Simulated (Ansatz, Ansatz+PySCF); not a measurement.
```xyz
9

O     1.0578    0.0000    0.0000
C     0.3245    0.9996    0.0000
C    -0.8817    0.6581    0.0000
C    -0.8817   -0.6581    0.0000
C     0.3245   -0.9996    0.0000
H     0.7864    1.8866    0.0000
H    -1.6747    1.2687    0.0000
H    -1.6747   -1.2687    0.0000
H     0.7864   -1.8866    0.0000
```

RHF on singlet C₄H₄O was run in several spherical basis sets with Ansatz (development build ahead of 0.2.0). Caution for RHF: no unrestricted run beside it, a lower state can exist.

Question: Rank the basis sets by the total energy that they give, lowest first, with the distance from the lowest.
A. def2-TZVP
B. def2-SVP
C. cc-pVDZ
D. 6-31G(d)

Answer: A (0.00 eV), C (2.27 eV), D (2.67 eV), B (7.37 eV).

Totals follow the description of the cores as much as that of the bonds, so this order isn't one of quality for chemistry.
